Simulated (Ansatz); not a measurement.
# Al2Cu (I4/mcm)

These are results of DFT PBE, scalar-relativistic, plane waves, PAW in Ansatz, not measurements.

Cutoff 420 eV; k points 10×10×10 on the computed 6-atom cell (Γ-centred); Gaussian smearing, width 0.10 eV; no spin polarisation.

The structure is relaxed at this level of theory with its symmetry kept. Whether it is the stable form of this composition wasn't checked.

It takes space group I4/mcm (No. 140, tetragonal). The conventional cell has a = 6.052 Å, b = 6.052 Å, c = 4.883 Å, α = 90.00°, β = 90.00°, γ = 90.00°. Al (site symmetry m2m) is surrounded by 4 Cu at 2.58 Å and 3 Al at 2.72 to 2.90 Å. Cu (site symmetry 422) has 2 Cu at 2.44 Å and 8 Al at 2.58 Å as nearest neighbours.

| Quantity | Value |
| --- | --- |
| Volume per atom | 14.91 Å³ |
| Formation energy from the elements' standard states (uncorrected) | -0.162 eV/atom |
| Kohn–Sham band gap | none (metal) |
| Density of states at the Fermi level | 2.07 states/eV per cell |
| Löwdin character within 0.5 eV of the Fermi level | Al 3p 58 %, Al 3s 23 %, Cu 3d 9 %, unprojected 5 % |
| Bader charges (e) | Al (4 in the cell) 0.83, Cu (2 in the cell) -1.67 |

Cost: 1 run of about 1.9 core-minutes, on Arm Neoverse V2 (shared hosts).